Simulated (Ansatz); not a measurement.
Reaction: CH2Cl2 (SMILES ClCCl) → CH2Cl2+ (parent SMILES ClCCl, doublet) + e-
Each species at its own B3LYP-D3(BJ)/def2-TZVP minimum (Ansatz, a first-principles code).

Total energies in hartree (Ansatz). Radicals and triplets start from unrestricted determinants; spin-orbit coupling is neglected. Cores are frozen in correlated methods. No relativity. The determinant of CH2Cl2+ (parent SMILES ClCCl, doublet) is a saddle point of the SCF energy; a lower one exists, which strains HF and MP2. The spin of CH2Cl2+ (parent SMILES ClCCl, doublet) was assumed, and the state is the lowest solution found for it.

```csv
species,HF/cc-pV(T+d)Z,CCSD(T)/cc-pV(T+d)Z,HF/cc-pV(Q+d)Z,CCSD(T)/cc-pV(Q+d)Z,CCSD(T)/cc-pV(D+d)Z,CCSDT(Q)/cc-pV(D+d)Z
"1: CH2Cl2 (dichloromethane, SMILES ClCCl)",-958.07944,-958.69896,-958.08943,-958.75841,-958.50586,-958.50755
"2: CH2Cl2+ (parent SMILES ClCCl, doublet)",-957.66713,-958.28418,-957.67728,-958.33905,-958.10022,-958.10295
```

**Question.** Work out the adiabatic ionisation energy (electronic) in eV: take Hartree-Fock from cc-pV(Q+d)Z, extrapolate the CCSD(T) correlation energy as X^-3 (X = 3, 4), and add CCSDT(Q) - CCSD(T) in cc-pV(D+d)Z. 1 hartree = 27.211 eV.

**Answer.** 
Species 1: correlation (64·(-0.66898) - 27·(-0.61952))/37 = -0.70507; step -0.00169; E1 = -958.08943 + (-0.70507) + (-0.00169) = -958.79619
Species 2: correlation (64·(-0.66177) - 27·(-0.61705))/37 = -0.69440; step -0.00273; E2 = -957.67728 + (-0.69440) + (-0.00273) = -958.37441
-1·E1 +1·E2 = 0.42178 hartree = 11.48 eV.
